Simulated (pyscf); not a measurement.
# Four-centre exchange: H₃C–SnH₃ + H₂S -> CH₄ + HS–SnH₃

Gas phase, singlet surface, charge 0. Bonds broken: C1–Sn2, S9–H10. Bonds formed: C1–H10, Sn2–S9. PySCF, gas phase, ωB97X-D3(BJ)/def2-SVP geometries.

Transition state (Å):

```xyz
11

C     -1.4597    -0.9123     0.2139
Sn     0.2686     0.7193    -0.1730
H     -1.1438    -1.5627    -0.6159
H     -2.5564    -1.0112     0.2948
H     -1.0354    -1.2716     1.1637
H      0.6715     1.7454     1.1231
H      1.3065    -0.6620    -0.0019
H      0.4005     1.2218    -1.7903
S     -2.2051     2.0594    -0.2087
H     -1.8400     0.3967     0.0217
H     -2.2111     2.2895     1.1195
```

One imaginary mode, 1518i cm⁻¹; descent along it reached the two sides named.

```csv
bond,change,reactant side (Å),saddle,product side
C1–Sn2,breaks,2.143,2.408,4.1
S9–H10,breaks,1.346,1.718,3.0
C1–H10,forms,3.9,1.377,1.099
Sn2–S9,forms,3.7,2.8,2.410
```

Electronic energies relative to the separated reactants (eV):

```csv
level,barrier,reaction energy,reverse barrier
ωB97X-D3(BJ)/def2-TZVP,1.83,-0.97,2.79
PBE/def2-TZVP,1.59,-0.88,2.47
r²SCAN/def2-TZVP,1.65,-0.91,2.56
B3LYP-D3(BJ)/def2-TZVP,1.80,-0.90,2.70
PBE0-D3(BJ)/def2-TZVP,1.68,-0.89,2.57
M06-2X/def2-TZVP,1.74,-0.92,2.67
ωB97M-D3(BJ)/def2-TZVP,1.94,-0.85,2.79
HF/def2-TZVP,2.73,-0.93,3.66
```

With ωB97M-D3(BJ)/def2-TZVP energies and thermal terms (ideal gas, 1 atm, RRHO with modes under 100 cm⁻¹ raised to 100, one conformer, R ln 2 for chiral ones without a mode under 150 cm⁻¹), in eV:

```tsv
T (K)	ΔH‡	ΔG‡	ΔH	ΔG
298	1.89	2.32	-0.77	-0.77
600	1.92	2.75	-0.78	-0.75
900	1.95	3.16	-0.80	-0.73
1200	1.99	3.56	-0.80	-0.71
```

One saddle was located; it need not be the lowest between these sides. Elements past Kr carry the def2 core potentials, without spin-orbit coupling.
